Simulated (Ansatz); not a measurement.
**C₃H₅N: how energies converge with the basis set**

An exercise on one series of results from a longer session: the logs are not shown, and one member is left open.

Program: Ansatz 0.2.0, Gaussian basis. Level of theory: one geometry, several basis sets. These are calculated values, not measurements.

Levels to be run: PBE0-D4/def2-SVP; ωB97M-V/def2-SVP; PBE0-D4/def2-QZVPP; ωB97M-V/def2-QZVPP; the functionals' def2-TZVPP values are taken from earlier runs.

## Structure used throughout

The geometry comes from an earlier relaxation with PBE0-D4 in a triple-zeta def2 set; it is a stationary point, not always the lowest conformer.

9 atoms, charge 0, spin multiplicity 1.

Atoms are counted from 1 here; the program's logs count them from 0.

Bond lengths: C1–C2 1.328 Å, C1–H5 1.082 Å, C1–H6 1.083 Å, C2–N3 1.393 Å, C2–H7 1.094 Å, N3–C4 1.266 Å, C4–H8 1.088 Å, C4–H9 1.098 Å. Angles: C2–C1–H5 121.1°, C2–C1–H6 120.3°, H5–C1–H6 118.7°, C1–C2–N3 121.2°, C1–C2–H7 121.0°, N3–C2–H7 117.8°, C2–N3–C4 117.6°, N3–C4–H8 119.3°, N3–C4–H9 123.1°, H8–C4–H9 117.6°.

Set-up of the first run:

Contents of in.yaml:

```yaml
crystal:
  periodic: [false, false, false]
  atoms:
    - {symbol: C, position_ang: [-0.272218, 1.485015, -0.851872]}
    - {symbol: C, position_ang: [0.150539, 0.302207, -0.419347]}
    - {symbol: N, position_ang: [-0.395834, -0.288412, 0.717369]}
    - {symbol: C, position_ang: [0.059077, -1.416235, 1.067923]}
    - {symbol: H, position_ang: [0.154250, 1.941707, -1.735547]}
    - {symbol: H, position_ang: [-1.055854, 2.012186, -0.321154]}
    - {symbol: H, position_ang: [0.941271, -0.240683, -0.946093]}
    - {symbol: H, position_ang: [-0.347416, -1.903347, 1.951785]}
    - {symbol: H, position_ang: [0.854684, -1.938636, 0.519838]}
basis:
  gaussian: {orbitals: def2-SVP}
hamiltonian: {xc: pbe0, dispersion: d4}
output: {orbitals: {seedname: orbitals}}
```

Command:

```bash
$ ansatz run in.yaml --threads 2 --pin off --events-out ev --progress --plain --max-ram 4352MiB
```

Among the steps run: PBE0-D4 in def2-SVP; ωB97M-V in def2-SVP; PBE0-D4 in def2-QZVPP; ωB97M-V in def2-QZVPP.

One table of the session follows, with a row left open; its other results are not shown here.

It belongs to the step «Density functionals: the series». 

| functional | basis | HOMO (eV) |
| --- | --- | --- |
| PBE0-D4 | def2-SVP | -7.29 |
| PBE0-D4 | def2-TZVPP | ? |
| PBE0-D4 | def2-QZVPP | -7.36 |
| ωB97M-V | def2-SVP | -9.41 |
| ωB97M-V | def2-TZVPP | -9.47 |
| ωB97M-V | def2-QZVPP | -9.48 |

**Question.** Estimate the row for PBE0-D4, def2-TZVPP.

The run gave: HOMO (eV): -7.34. In the column «HOMO (eV)» it lies between PBE0-D4, def2-QZVPP (-7.36) and PBE0-D4, def2-SVP (-7.29).
